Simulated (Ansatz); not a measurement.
hcp Be was calculated with RPBE (Ansatz, a first-principles code, PAW).

Run with plane-wave cutoff 520 eV, 30×30×16 k mesh (along the axes of the cell as run), Fermi–Dirac smearing 0.05 eV, scalar-relativistic PAW data made under PBE.

Shape and atoms are relaxed at each volume.

Pressure at four volumes; x = ln(V/8.115 Å³). One pressure is withheld.

| V (Å³/atom) | x | P (GPa) |
|---|---|---|
| 7.791 | -0.0407 | ? |
| 7.953 | -0.0202 | 2.46 |
| 8.115 | 0.0000 | 0.00 |
| 8.440 | 0.0393 | -4.33 |

Pass a parabola P(x) through the three rows shown, estimate the bulk modulus and its pressure derivative near zero pressure, and predict the withheld pressure.

Slopes between the rows: (0.00 − (2.46))/(0.0000 − (-0.0202)) = -121.78 and (-4.33 − (0.00))/(0.0393 − (0.0000)) = -110.18 GPa. Their difference over the span 0.0595 is c = 11.60/0.0595 = 195.0 GPa, so P(x) = 2.46 + (-121.78)(x − (-0.0202)) + 195.0 (x − (-0.0202))(x − (0.0000)). At the middle row B = −dP/dx = −[-121.78 + 195.0 × 0.0202] = 117.8 GPa, and B′ = dB/dP = 2c/B = 3.3. At x = -0.0407 the parabola gives 5.12 GPa; the run gives 5.15 GPa. The Birch–Murnaghan fit to the energies at all volumes has B0 = 118 GPa and B′ = 3.3.

Measured, for comparison: bulk modulus 117 GPa (room temperature, not corrected to a static lattice, our sources range from 97.2 to 117; as tabulated in arXiv:2410.04971). Computed (rounded) less measured: bulk modulus not scored (sources differ).

Note: the bulk modulus comes from volumes at which shape and atoms were relaxed.
